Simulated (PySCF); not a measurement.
# HNAl⁺, triplet: the ladder up to full CI

Geometry: that of the HNAl, quartet, kept fixed.

```xyz
3

Al    0.0000   -0.0319    0.6899
N     0.0000    0.1209   -1.2129
H     0.0000   -0.8261   -1.6143
```

Basis 6-31G; PySCF 2.14.0. Correlated methods freeze the noble-gas cores, which leaves 8 electrons in 18 orbitals. Prefix R: restricted or restricted open-shell reference; prefix U: unrestricted.

Full CI is exact within this basis and frozen core; it isn't the basis-set limit. The frozen core follows each run's orbitals, which can shift R against U totals by a few meV.

Unrestricted rows (U) aren't spin-pure: their determinants' ⟨S²⟩ exceeds S(S+1) by up to 0.13, so they mix in states of higher spin.

```
UHF ⟨S²⟩                          : 2.133
T1 diagnostic (ROHF- or RHF-based CCSD)             : 0.0873
largest doubles amplitude (ROHF- or RHF-based CCSD) : 0.086
T1 diagnostic (UCCSD)             : 0.0435
```

| level | E − E(RHF) (eV) |
| --- | --- |
| UHF | -0.3849 |
| RMP2 | -2.5825 |
| UMP2 | -2.7512 |
| RCCSD | -3.5367 |
| UCCSD | -3.5385 |
| RCCSD(T) | -3.5947 |
| UCCSD(T) | -3.5969 |

(1) Estimate how far full CI in 6-31G lies from RCCSD(T). The table doesn't fix it; the size of (T) and the diagnostics are the guide.

(1) Full CI in 6-31G lies 1.04 mEh below RCCSD(T), which is 49 % of the (T) step (-2.13 mEh). T1 is raised, and the rest is a large part of (T).

The other levels:

```tsv
level	E − E(full CI) (mEh)	share of correlation (%)	wall time
RCCSDT	0.32	99.76	5.5 s
UCCSDT	0.27	99.80	5 s
```

The correlation energy at full CI, counted from RHF, is -3.623 eV. Full CI, over all symmetries tried, took 7.8 min on 1 thread of Arm Neoverse V1, shared host; the state has 3,502,464 determinants.

Times are those of the correlated step on a shared host, with one SCF added for the restricted CCSD run; they ran on 1 thread of Arm Neoverse V1.

The full-CI state has the irrep A'' of Cs, in the program's axes.

Natural occupations of full CI about the gap: 1.980 1.963 1.890 0.999 0.989 0.054 0.039 0.034 0.027 0.009; effectively unpaired electrons, Σ n²(2−n)², 2.07.
